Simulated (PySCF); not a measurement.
Chloromethane, CH3Cl.
Geometry (GFN2-xTB, Å), atoms numbered from 1 in this order:
```xyz
5
CH3Cl angstrom
C     -0.149   -0.003   -0.008
Cl     1.627    0.036    0.047
H     -0.521   -0.061    1.010
H     -0.494    0.907   -0.490
H     -0.453   -0.876   -0.577
```

Method used: B3LYP/def2-SVPD in PySCF (dipole) on a GFN2-xTB geometry, gas phase.

Masses are those of the commonest isotopes; rigid-rotor values at the optimised geometry. 

(1) Give the principal moments of inertia and the rotational constants in cm⁻¹.

(2) What kind of rotor is it?

(3) Where do the R-branch lines fall?

(4) Estimate the classical rotational partition function at 500 K.

Results:

(1) Ia = 3.21, Ib = 37.69, Ic = 37.69 u·Å²; 505379 MHz·u·Å²/I gives 157317, 13409 and 13409 MHz, that is A = 5.24752, B = 0.44728, C = 0.44728 cm⁻¹.

(2) A prolate symmetric top, as the point group C3v requires two equal moments; Ray's κ = -1.000.

(3) The dipole of 1.95 D lies along the symmetry axis, so ΔK = 0 and J+1 ← J falls at 2B(J+1) for every K: 26.82 GHz, 53.64 GHz, 80.46 GHz, 107.27 GHz, 134.09 GHz for J = 0 to 4.

(4) Point group C3v, symmetry number σ = 3; q = (√π/σ)·√((kT/h)³/(ABC)), k/h = 20836.6 MHz/K: 3740 at 500 K.

Whether it is a minimum is left open (no frequencies). Zero-point vibration and centrifugal distortion are left out.
